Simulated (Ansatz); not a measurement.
```xyz
8

N    -1.116    0.308    0.172
C     0.175    0.212    0.328
N     0.977   -0.477   -0.434
H    -1.618   -0.156   -0.572
H    -1.660    0.866    0.813
H     0.617    0.751    1.160
H     1.966   -0.494   -0.237
H     0.658   -1.010   -1.231
```

Total charge 1; spin multiplicity 1.

Problem. List the ωB97M-V/def2-TZVPP orbital energies in eV (the Gaussian-basis code of Ansatz). (Estimate.)

Solution. Ansatz gave: Occupied: -401.96, -401.96, -290.80, -36.71, -34.26, -27.50, -25.32, -24.53, -22.57, -20.84, -20.52, -16.67. Lowest empty: -3.86, -2.82, -2.11, -1.98, -0.38, -0.09, 0.80, 1.77.
